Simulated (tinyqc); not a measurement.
CIS and TDHF on RHF in the sto-6g basis, frozen core, for H2O, spin multiplicity 1, step by step. One step of it, computed by the program tinyqc.

Problem. CIS matrix, singlets. A(ia,jb) = (e_a - e_i) d_ij d_ab + 2 (ia|jb) - (ij|ab).

orbital energies (hartree): MO1 -20.520628, MO2 -1.269312, MO3 -0.582623, MO4 -0.479677, MO5 -0.402153, MO6 0.576262, MO7 0.660080

Two-electron integrals over orbitals (pq|rs), unique and non-zero (hartree); the lowest 1 orbital is frozen and left out:
```
p,q,r,s,(pq|rs)
2,2,2,2,0.731433
3,2,3,2,0.139781
3,3,2,2,0.645032
3,3,3,3,0.629537
4,2,2,2,-0.003508
4,2,3,3,0.004068
4,2,4,2,0.125440
4,3,3,2,0.019351
4,3,4,3,0.051127
4,4,2,2,0.667123
4,4,3,3,0.593207
4,4,4,2,-0.100219
4,4,4,4,0.748412
5,2,5,2,0.145688
5,3,5,3,0.028816
5,4,5,2,-0.048970
5,4,5,4,0.054833
5,5,2,2,0.750263
5,5,3,3,0.628608
5,5,4,2,-0.077139
5,5,4,4,0.712911
5,5,5,5,0.880663
6,2,2,2,0.144544
6,2,3,3,0.080023
6,2,4,2,0.021554
6,2,4,4,0.075688
6,2,5,5,0.154915
6,2,6,2,0.103105
6,3,3,2,-0.030993
6,3,4,3,-0.028946
6,3,6,3,0.064724
6,4,2,2,0.102732
6,4,3,3,0.047389
6,4,4,2,-0.048796
6,4,4,4,0.129039
6,4,5,5,0.129692
6,4,6,2,0.058320
6,4,6,4,0.083551
6,5,5,2,0.055117
6,5,5,4,0.000753
6,5,6,5,0.037265
6,6,2,2,0.622939
6,6,3,3,0.573934
6,6,4,2,0.052192
6,6,4,4,0.558702
6,6,5,5,0.598056
6,6,6,2,0.103902
6,6,6,4,0.047645
6,6,6,6,0.608189
7,2,3,2,0.042185
7,2,4,3,-0.036646
7,2,6,3,0.034838
7,2,7,2,0.062347
7,3,2,2,0.139571
7,3,3,3,0.090351
7,3,4,2,-0.083870
7,3,4,4,0.147560
7,3,5,5,0.190783
7,3,6,2,0.073848
7,3,6,4,0.090710
7,3,6,6,0.040721
7,3,7,3,0.157940
7,4,3,2,-0.079343
7,4,4,3,-0.003379
7,4,6,3,0.045463
7,4,7,2,-0.014824
7,4,7,4,0.073130
7,5,5,3,0.023562
7,5,7,5,0.023523
7,6,3,2,0.090960
7,6,4,3,0.051508
7,6,6,3,-0.057223
7,6,7,2,-0.011791
7,6,7,4,-0.060619
7,6,7,6,0.110790
7,7,2,2,0.616955
7,7,3,3,0.604565
7,7,4,2,-0.010190
7,7,4,4,0.592930
7,7,5,5,0.612399
7,7,6,2,0.065606
7,7,6,4,0.039456
7,7,6,6,0.569136
7,7,7,3,0.081175
7,7,7,7,0.608830
```

Give: CIS matrix A, singlet.

Solution.

CIS matrix A, singlet (hartree):
```
,2>6,2>7,3>6,3>7,4>6,4>7,5>6,5>7
2>6,1.4288,0.0000,0.0000,0.0567,0.0644,0.0000,0.0000,0.0000
2>7,0.0000,1.4371,-0.0213,0.0000,0.0000,-0.0195,0.0000,0.0000
3>6,0.0000,-0.0213,0.7144,0.0000,0.0000,0.0394,0.0000,0.0000
3>7,0.0567,0.0000,0.0000,0.9540,0.1299,0.0000,0.0000,0.0000
4>6,0.0644,0.0000,0.0000,0.1299,0.6643,0.0000,0.0000,0.0000
4>7,0.0000,-0.0195,0.0394,0.0000,0.0000,0.6931,0.0000,0.0000
5>6,0.0000,0.0000,0.0000,0.0000,0.0000,0.0000,0.4549,0.0000
5>7,0.0000,0.0000,0.0000,0.0000,0.0000,0.0000,0.0000,0.4969
```
